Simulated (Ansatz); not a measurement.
Frontier orbitals of `C1N[SiH2]1`.

Cartesian coordinates in Å:
```
C 0.2817 0.3207 -0.8406
N 0.6917 0.5603 0.5758
Si -0.7619 -0.3637 0.4965
H 0.0380 1.2257 -1.3906
H 0.8789 -0.3827 -1.4199
H 1.5915 0.1904 0.8437
H -0.7339 -1.8285 0.7148
H -1.9860 0.2777 1.0202
```

The species carries charge 0 and has multiplicity 1. All single points use the PBE0-D4/def2-TZVP geometry. Basis def2-TZVPP, Ansatz.

```tsv
functional	HOMO (eV)	LUMO (eV)
LC-ωPBE	-9.51	2.00
```

Task: Give HOMO and LUMO (eV) with LDA (SPW92), PBE, revPBE, BLYP, r2SCAN, B97M-V, PBE0, B3LYP, r2SCANh, r2SCAN0, HSE06 (plane-wave form), BHLYP, CAM-B3LYP, ωB97X-V, ωB97M-V, HF. (Estimate.)

Result: Ansatz gave: 
| functional | HOMO | LUMO |
| --- | --- | --- |
| LDA (SPW92) | -5.65 | -1.12 |
| PBE | -5.52 | -0.94 |
| revPBE | -5.48 | -0.86 |
| BLYP | -5.38 | -0.84 |
| r2SCAN | -5.75 | -0.62 |
| B97M-V | -5.84 | -0.78 |
| PBE0 | -6.79 | -0.11 |
| B3LYP | -6.55 | -0.35 |
| r2SCANh | -6.23 | -0.33 |
| r2SCAN0 | -6.94 | 0.09 |
| HSE06 (plane-wave form) | -6.38 | -0.48 |
| BHLYP | -7.93 | 0.69 |
| CAM-B3LYP | -8.13 | 0.84 |
| ωB97X-V | -9.14 | 1.87 |
| ωB97M-V | -9.05 | 1.57 |
| HF | -9.72 | 2.74 |

B3LYP here is the variant with VWN-RPA as its local correlation; programs differ in this. LC-ωPBE has ω = 0.4 bohr⁻¹. Positive LUMOs are unbound and depend on the basis.
